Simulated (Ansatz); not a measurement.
Geometry optimisation, RKS PBE/def2-SVP (Ansatz).

Input:

```yaml
crystal:
  periodic: [false, false, false]
  atoms:
    - { symbol: B, position_ang: [-0.005266, 0.431324, -0.318111] }
    - { symbol: H, position_ang: [-0.520163, 0.665201, 0.744653] }
    - { symbol: H, position_ang: [1.190957, 0.599815, -0.452132] }
    - { symbol: H, position_ang: [-0.703263, 0.138136, -1.268238] }
    - { symbol: "N", position_ang: [-0.066838, -1.869671, 1.142675] }
    - { symbol: H, position_ang: [-0.824322, -2.533504, 0.955292] }
    - { symbol: C, position_ang: [1.032605, -2.438591, 1.904943] }
    - { symbol: H, position_ang: [1.437502, -3.326451, 1.375684] }
    - { symbol: H, position_ang: [1.859944, -1.703918, 1.976924] }
    - { symbol: H, position_ang: [0.77107, -2.756723, 2.945175] }
    - { symbol: H, position_ang: [-0.475926, -1.012817, 1.573835] }
basis:
  gaussian: { orbitals: def2-SVP }
hamiltonian:
  xc: pbe
relax:
  f_tol: 0.03
  max_steps: 50
```

Run as:

```bash
$ ansatz run input.yaml --threads 2 --pin off --max-ram 3072MiB --backend cpu --events-out ev --progress --plain --runs-dir out
```

Question: Where does it end, and by what steps?

Answer: The run converged. After 14 steps the energy has fallen by 1.496 eV; H3 moved furthest, 1.31 Å. Joined: B1–N5 (2.73 → 1.64 Å).

```json
{"step": "0", "energy less start (eV)": "0.0000", "largest force component (eV/Å)": "1.069", "accepted": "yes"}
{"step": "1", "energy less start (eV)": "-0.1923", "largest force component (eV/Å)": "1.074", "accepted": "yes"}
{"step": "2", "energy less start (eV)": "-0.5355", "largest force component (eV/Å)": "1.214", "accepted": "yes"}
{"step": "3", "energy less start (eV)": "-0.9222", "largest force component (eV/Å)": "1.195", "accepted": "yes"}
{"step": "4", "energy less start (eV)": "-1.1488", "largest force component (eV/Å)": "1.454", "accepted": "yes"}
{"step": "5", "energy less start (eV)": "-1.3047", "largest force component (eV/Å)": "0.303", "accepted": "yes"}
{"step": "6", "energy less start (eV)": "-1.3555", "largest force component (eV/Å)": "0.234", "accepted": "yes"}
{"step": "7", "energy less start (eV)": "-1.3757", "largest force component (eV/Å)": "0.087", "accepted": "yes"}
{"step": "8", "energy less start (eV)": "-1.3975", "largest force component (eV/Å)": "0.069", "accepted": "yes"}
{"step": "9", "energy less start (eV)": "-1.4065", "largest force component (eV/Å)": "0.067", "accepted": "yes"}
{"step": "10", "energy less start (eV)": "-1.4369", "largest force component (eV/Å)": "0.301", "accepted": "yes"}
{"step": "11", "energy less start (eV)": "-1.4582", "largest force component (eV/Å)": "0.399", "accepted": "yes"}
{"step": "12", "energy less start (eV)": "-1.4723", "largest force component (eV/Å)": "0.358", "accepted": "yes"}
{"step": "13", "energy less start (eV)": "-1.4961", "largest force component (eV/Å)": "0.055", "accepted": "yes"}
{"step": "14", "energy less start (eV)": "-1.4963", "largest force component (eV/Å)": "0.008", "accepted": "yes"}
```

```xyz
11
Properties=species:S:1:pos:R:3
B 0.093 -0.271 0.050
H 0.482 0.644 0.780
H 0.954 -0.659 -0.744
H -0.989 -0.033 -0.490
N -0.190 -1.540 1.046
H -0.577 -2.308 0.478
C 0.985 -2.016 1.806
H 1.771 -2.307 1.085
H 1.373 -1.174 2.409
H 0.739 -2.873 2.466
H -0.944 -1.270 1.695
```

The run took 21 s on 2 threads of Arm Neoverse V1, on a shared host, peak memory 0.12 GiB.
